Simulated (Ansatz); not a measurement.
# C5H10: up Jacob's ladder to CCSD(T)

The task here is to estimate one member of a computed series from the others.

Program: Ansatz 0.2.0, Gaussian basis. Level of theory: functionals in def2-TZVPP, the program's frozen cores in correlated methods. These are calculated values, not measurements.

Plan: PBE-D4, r2SCAN-D4, PBE0-D4, B3LYP-D4, ωB97X-V, ωB97M-V, B2PLYP; CCSD(T)/def2-TZVPP; MP2/def2-QZVPP; extrapolation to the limit.

### The geometry

All runs share one geometry, relaxed beforehand with PBE0-D4 in a triple-zeta def2 set.

SMILES `C=CC(C)C`, 15 atoms, charge 0, spin multiplicity 1.

Atoms are counted from 1 here; the program's logs count them from 0.

Bond lengths: C1–C2 1.326 Å, C1–H6 1.084 Å, C1–H7 1.084 Å, C2–C3 1.499 Å, C2–H8 1.089 Å, C3–C4 1.528 Å, C3–C5 1.518 Å, C3–H9 1.100 Å, C4–H10 1.093 Å, C4–H11 1.093 Å, C4–H12 1.093 Å, C5–H13 1.092 Å, C5–H14 1.094 Å, C5–H15 1.092 Å. Angles: C2–C1–H6 121.1°, C2–C1–H7 122.2°, H6–C1–H7 116.7°, C1–C2–C3 127.0°, C1–C2–H8 118.4°, C3–C2–H8 114.6°, C2–C3–C4 109.9°, C2–C3–C5 113.9°, C2–C3–H9 106.5°, C4–C3–C5 111.1°, C4–C3–H9 107.0°, C5–C3–H9 108.0°, C3–C4–H10 111.4°, C3–C4–H11 110.9°, C3–C4–H12 110.5°, H10–C4–H11 108.0°, H10–C4–H12 107.8°, H11–C4–H12 108.1° and more.

Set-up of the first run:

The input, in.yaml:

```yaml
crystal:
  periodic: [false, false, false]
  atoms:
    - {symbol: C, position_ang: [-1.650586, 0.611486, 1.131258]}
    - {symbol: C, position_ang: [-0.550405, -0.127726, 1.102723]}
    - {symbol: C, position_ang: [0.571822, -0.035724, 0.113553]}
    - {symbol: C, position_ang: [0.789604, -1.393462, -0.552544]}
    - {symbol: C, position_ang: [0.391365, 1.059645, -0.922235]}
    - {symbol: H, position_ang: [-2.409292, 0.455667, 1.889344]}
    - {symbol: H, position_ang: [-1.838766, 1.396683, 0.407464]}
    - {symbol: H, position_ang: [-0.426916, -0.902520, 1.858531]}
    - {symbol: H, position_ang: [1.480192, 0.189157, 0.691356]}
    - {symbol: H, position_ang: [0.944151, -2.181350, 0.188785]}
    - {symbol: H, position_ang: [1.663668, -1.370659, -1.208019]}
    - {symbol: H, position_ang: [-0.080468, -1.667660, -1.155430]}
    - {symbol: H, position_ang: [0.280446, 2.041445, -0.456623]}
    - {symbol: H, position_ang: [-0.494226, 0.875250, -1.537227]}
    - {symbol: H, position_ang: [1.255513, 1.099666, -1.589136]}
basis:
  gaussian: {orbitals: def2-TZVPP}
hamiltonian: {xc: pbe, dispersion: d4}
output: {forces: true, orbitals: {seedname: orbitals}}
```

Among the steps run: PBE-D4 (GGA); r2SCAN-D4 (meta-GGA); PBE0-D4 (hybrid); B3LYP-D4 (hybrid); ωB97X-V (range-separated); ωB97M-V (range-separated); B2PLYP (double hybrid); CCSD(T) in def2-TZVPP; MP2 in def2-QZVPP.

One table of the session follows, with a row left open; its other results are not shown here.

```
            method  atoms, summed (eV)  atomisation energy (kJ/mol)
            PBE-D4           -5278.356                       6180.3
         r2SCAN-D4           -5283.468                       6078.8
           PBE0-D4           -5280.022                       6110.7
          B3LYP-D4           -5287.687                       6076.7
           ωB97X-V           -5285.482                       6066.4
           ωB97M-V           -5283.718                       6080.5
            B2PLYP           -5282.309                       6016.1
     HF/def2-TZVPP           -5264.328                       4608.4
    MP2/def2-TZVPP           -5273.323                       5996.8
   CCSD/def2-TZVPP           -5276.100                       5868.6
CCSD(T)/def2-TZVPP           -5276.376                       5941.3
           MP2/CBS                   ?                            ?
       CCSD(T)/CBS           -5277.912                       6064.4
```

Estimate the missing values for MP2/CBS.

**Answer.** atoms, summed (eV): -5274.859; atomisation energy (kJ/mol): 6119.9. In the column «atoms, summed (eV)» it lies between CCSD/def2-TZVPP (-5276.100) and MP2/def2-TZVPP (-5273.323).

Caveats from the session: Free atoms (5 C, 10 H) were run apart at each level; the atomisation energy is their sum less the molecule, without zero-point or spin-orbit terms.
